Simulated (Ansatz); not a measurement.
Ansatz (a quantum-chemistry and plane-wave program) input (PBE/aug-pcseg-2):

Ansatz 0.2 input:
```yaml
crystal:
  periodic: [false, false, false]
  atoms:
    - {symbol: F, position_ang: [-0.00000000, -0.00000000, -0.09245367]}
    - {symbol: H, position_ang: [0.00000000, 0.00000000, 0.83208299]}
basis:
  gaussian:
    orbitals: aug-pcseg-2
hamiltonian:
  xc: {name: PBE}
magnetization: {spin_polarized: false}
```

Output:

```
Functional definition: PBE
integrals: 0.00 GiB planned
260 factors; their error is unknown
mean field: 0.12 GiB planned
mean field evaluation 1: about -2730.2062 eV, gradient 3.5e1 eV
mean field evaluation 2: about -2724.0038 eV, gradient 7.5e1 eV
mean field evaluation 4: about -2731.9066 eV, gradient 4.9e-1 eV
mean field evaluation 8: about -2731.8989 eV, gradient 1.1e-1 eV
mean field -2731.89891791 eV, -100.3954334854 hartree, gradient 3.0e-5 eV, S^2 0.000000; 0 other end points of the search recorded, 0 dependent functions left out
reference -2731.89896383 eV, -100.3954351733 hartree; 5, 5 occupied and 64, 64 virtual orbitals, 260 factors
Total energy: -2731.89896383 eV, -100.3954351733 hartree
```
